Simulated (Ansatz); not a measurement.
Si(SiH3)2H2 (Si₃H₈), relaxed as a singlet with RKS PBE0-D4/def2-SVP in Ansatz, starting from the GFN2-xTB geometry. Force threshold 0.02 eV/Å.

Start:

```xyz
11

Si    0.494   -0.514    0.554
Si    1.423    1.195   -0.700
H     1.306    0.934   -2.137
H     2.845    1.436   -0.443
H     0.741    2.469   -0.455
Si   -1.786   -0.817    0.293
H    -2.125   -1.193   -1.083
H    -2.526    0.416    0.579
H    -2.366   -1.851    1.153
H     0.799   -0.298    1.979
H     1.195   -1.777    0.259
```

| step | energy (eV) | largest force component (eV/Å) | SCF passes |
| --- | --- | --- | --- |
| 1 | -23745.2101 | 0.655 | 19 |
| 2 | -23745.3258 | 0.245 | 21 |
| 3 | -23745.3415 | 0.043 | 20 |
| 4 | -23745.3437 | 0.009 | 20 |
| 5 | -23745.3447 | 0.017 | 20 |
| 6 | -23745.3453 | 0.022 | 20 |
| 7 | -23745.3454 | 0.011 | 20 |

Force components are those of the run's own axes.

End:

```xyz
11

Si    0.538   -0.547    0.629
Si    1.374    1.184   -0.713
H     1.131    0.864   -2.155
H     2.842    1.375   -0.501
H     0.666    2.460   -0.383
Si   -1.765   -0.787    0.256
H    -2.010   -1.100   -1.187
H    -2.462    0.494    0.590
H    -2.339   -1.884    1.094
H     0.785   -0.232    2.072
H     1.241   -1.828    0.298
```

By distances, no bond broke or formed. The bond that changes most is Si2–H4, from 1.46 to 1.50 Å (atoms count from 1).

The force fell under the threshold at step 4, but the optimiser went on. No frequencies were taken in this run, so the end may be a saddle point.

Hardware: 4 threads of Arm Neoverse V1 on a shared host. Wall time 8 s.
